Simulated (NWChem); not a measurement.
The numbers come from NWChem runs, not from measurements. System: pyrrole (C₄H₅N), charge 0, spin multiplicity 1, at a geometry optimised with PBE0/def2-SVP. Level: RI-MP2/cc-pVDZ, 5 core orbitals frozen.

The NWChem input:

```
start mol
memory heap 200 mb stack 900 mb global 1100 mb
geometry units angstroms nocenter noautoz
  C     -0.710776     0.000000     0.982879
  C      0.710776     0.000000     0.982879
  C      1.119209     0.000000    -0.334234
  N      0.000000     0.000000    -1.117173
  C     -1.119209     0.000000    -0.334234
  H     -1.365249     0.000000     1.852489
  H      1.365249     0.000000     1.852489
  H      2.115561     0.000000    -0.770792
  H      0.000000     0.000000    -2.126925
  H     -2.115561     0.000000    -0.770792
  symmetry group C2v
end
basis spherical
  * library cc-pvdz
end
basis "ri-mp2 basis" spherical
  * library cc-pvdz-ri
end
scf
  rhf
  nopen 0
  maxiter 100
  thresh 1e-7
  semidirect memsize 60000000 filesize 0
end
mp2
  freeze core 5
end
task rimp2 energy
```

Output (cleaned and shortened):

```
             Northwest Computational Chemistry Package (NWChem) 7.3.0
             --------------------------------------------------------

                                NWChem Input Module
                                -------------------

 Scaling coordinates for geometry "geometry" by  1.889725989
 (inverse scale =  0.529177249)

 Turning off AUTOSYM since
 SYMMETRY directive was detected!

                             Geometry "geometry" -> ""
                             -------------------------

 Output coordinates in angstroms (scale by  1.889725989 to convert to a.u.)

  No.       Tag          Charge          X              Y              Z
 ---- ---------------- ---------- -------------- -------------- --------------
    1 C                    6.0000    -0.71077600     0.00000000     0.98287900
    2 C                    6.0000     0.71077600     0.00000000     0.98287900
    3 C                    6.0000     1.11920900     0.00000000    -0.33423400
    4 N                    7.0000     0.00000000     0.00000000    -1.11717300
    5 C                    6.0000    -1.11920900     0.00000000    -0.33423400
    6 H                    1.0000    -1.36524900     0.00000000     1.85248900
    7 H                    1.0000     1.36524900     0.00000000     1.85248900
    8 H                    1.0000     2.11556100     0.00000000    -0.77079200
    9 H                    1.0000     0.00000000     0.00000000    -2.12692500
   10 H                    1.0000    -2.11556100     0.00000000    -0.77079200

 Effective nuclear repulsion energy (a.u.)     161.0200358869

            Nuclear Dipole moment (a.u.)
            ----------------------------
        X                 Y               Z
 ---------------- ---------------- ----------------
     0.0000000000     0.0000000000    -0.0000037795

      Symmetry information
      --------------------

 Group name             C2v
 Group number             16
 Group order               4
 No. of unique centers     6

      Symmetry unique atoms

     1    3    4    6    8    9


 Summary of "ao basis" -> "" (spherical)
[...]
 ------------------------------------------------------------------------------
       Tag                 Description            Shells   Functions and Types
 ---------------- ------------------------------  ------  ---------------------
 C                         cc-pvdz-ri               18       56   7s5p4d2f
 N                         cc-pvdz-ri               18       56   7s5p4d2f
 H                         cc-pvdz-ri                6       14   3s2p1d

 SCF Reference Information:
            File: './mol.movecs'
           Title: ''
    Size (AOxMO):     95 x     95
       Total Occ:              36.00
 RI-MP2 Calculation Information:
          Nr. of AO basis functions:         95
     Nr. of fitting basis functions:        350
               Nr. of MO spin cases:          1
        Nr. of MOs to be correlated:         90
     Nr. of occupied MOs correlated:         13
      Nr. of virtual MOs correlated:         77

          RI integral approximation: 'V'
    Threshold for Schwarz screening:  1.000E-09
 Smallest eigenvalue retained in fit  1.000E-08
    Type of storage for MO integrals 'EAF library'

 Transformation block size   13, requiring     1 integral passes.
 XForm_3cInts: Completed     1:   13 pass.
 Energy evaluation using block sizes    13   13
 RIMP2_V_E2: Approx. ints. done (    1:   13,    1:   13)
 RIMP2_V_E2: Copy to B done (    1:   13,    1:   13)
 RIMP2_V_E2: Denominators done (    1:   13,    1:   13)
 RIMP2_V_E2: Completed block (    1:   13,    1:   13)

          -------------------------------------------
          SCF energy                -208.828026129236
          Correlation energy          -0.697038673419
          Total MP2 energy          -209.525064802655
          -------------------------------------------

 -----------------------
 Performance information
 -----------------------

 Timer overhead =  9.61D-08 seconds/call

               Nr. of calls         CPU time (s)                 Wall time (s)                GFlops
             ---------------    -------------------     ------------------------------   -------------------
Name         Min   Avg   Max    Min     Avg     Max     Min     Avg     Max   Mx/calls   Min     Max     Sum
Overall       1     1     1    1.8     1.8     1.8      1.8     1.8     1.8     1.8      0.0     0.0     0.0
3c integr     1     1     1   0.55    0.55    0.55     0.55    0.55    0.55    0.55      0.0     0.0     0.0
Energy        1     1     1   0.10    0.10    0.10     0.10    0.10    0.10    0.10      0.0     0.0     0.0
3c integr     1     1     1   0.53    0.53    0.53     0.53    0.53    0.53    0.53      0.0     0.0     0.0
First 2/3     3     3     3   6.28E-3 6.28E-3 6.28E-3  6.28E-3 6.28E-3 6.28E-3 2.09E-3   0.0     0.0     0.0
Final 1/3     1     1     1   7.21E-3 7.21E-3 7.21E-3  7.21E-3 7.21E-3 7.21E-3 7.21E-3   0.0     0.0     0.0
Write 3c      1     1     1   6.72E-4 6.72E-4 6.72E-4  6.72E-4 6.72E-4 6.72E-4 6.72E-4   0.0     0.0     0.0
Read 3c i     1     1     1   5.85E-4 5.85E-4 5.85E-4  5.85E-4 5.85E-4 5.85E-4 5.85E-4   0.0     0.0     0.0
Fitting b     1     1     1   6.86E-2 6.86E-2 6.86E-2  6.86E-2 6.86E-2 6.86E-2 6.86E-2   0.0     0.0     0.0
Schwarz i     1     1     1   7.48E-3 7.48E-3 7.48E-3  7.48E-3 7.48E-3 7.48E-3 7.48E-3   0.0     0.0     0.0
Form 4ci      1     1     1   1.95E-2 1.95E-2 1.95E-2  1.95E-2 1.95E-2 1.95E-2 1.95E-2   0.0     0.0     0.0
Form A &      1     1     1   7.57E-2 7.57E-2 7.57E-2  7.57E-2 7.57E-2 7.57E-2 7.57E-2   0.0     0.0     0.0
Denominat     1     1     1   6.24E-4 6.24E-4 6.24E-4  6.24E-4 6.24E-4 6.24E-4 6.24E-4   0.0     0.0     0.0
Pair Ener     1     1     1   3.42E-3 3.42E-3 3.42E-3  3.42E-3 3.42E-3 3.42E-3 3.42E-3   0.0     0.0     0.0

 The average no. of pstat calls per process was 1.60D+01
 with a timing overhead of 1.54D-06s

 Task  times  cpu:        1.8s     wall:        1.8s

 Total times  cpu:        1.9s     wall:        1.9s
```
